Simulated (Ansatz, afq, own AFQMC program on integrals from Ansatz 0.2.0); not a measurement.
HfH, doublet: AFQMC among the cluster methods

```json
{"atom": "Hf", "x (Å)": "0.0000", "y (Å)": "0.0000", "z (Å)": "0.0000"}
{"atom": "H", "x (Å)": "0.0000", "y (Å)": "0.0000", "z (Å)": "2.2150"}
```

Basis def2-TZVP with its core potentials. Noble-gas cores (and the filled d shells of Ga–Kr and In–Xe) are frozen. AFQMC by an in-house program on the Cholesky factors that Ansatz 0.2.0 writes for its CCSD(T) run. The CISD trial takes its coefficients from CCSD amplitudes. Released means that phaseless walkers are propagated on without the constraint, phases kept. Error bars are statistical, one sigma. No spin–orbit coupling. The metal's outer-core s and p shells are frozen, which shifts wave-function levels against functionals.

Determinant: ROHF, the one that the program's search chose, which needn't be the lowest solution. The geometry is a point of a scan.

Full CI on the same integrals is exact in this basis and with this determinant's frozen core.

Cautions: no spin-orbit coupling; outer-core shells of the metal frozen; a spin-contaminated unrestricted determinant lies lower (UHF 327 meV lower, ⟨S²⟩ 1.31); raised T1 diagnostic (T1 0.047, weight of the determinant 0.85, largest double 0.14); the released energies are still falling, so no released level is given (meV from the phaseless value at times in 1/Eh: -9 ± 3 at 0.60, -15 ± 3 at 1.20, -18 ± 3 at 2.00, -22 ± 3 at 3.00, -29 ± 5 at 4.20); the ph-AFQMC/CISD walk drifts between its halves (2.2 errors); CCSDTQ on the UHF determinant differs (21 meV lower), perhaps since the unrestricted series falls towards higher spin.

* T1 diagnostic: 0.0472
* weight of the determinant in the CISD state: 0.850
* size of the correlated space: 5 electrons in 42 orbitals

| level | correlation energy (eV) |
| --- | --- |
| MP2 | -1.7157 |
| CCSD | -2.3895 |
| CCSD(T) | -2.4801 |

Problem. Estimate where full CI lies against CCSD(T) on the same integrals.

Solution. 51.0 meV below CCSD(T).

Reference: full CI, correlation energy -2.531 eV.

```csv
level,E − E(reference) (meV),share of correlation (%)
CCSD(T),51.0,97.98
CCSDT,5.5,99.78
CCSDT(Q),1.4,99.94
CCSDTQ,0.1,100.00
ph-AFQMC/CISD,44.0 ± 3.4,98.26
```

CCSDT and higher add their correlation energy to the determinant of the CCSD(T) run, since their own runs factorise the integrals more tightly (a shift of under 2 meV). A walk keeps the symmetry of its determinant, which the program's search chose and which needn't be the lowest solution, so a lower state of the same spin and another symmetry isn't excluded.
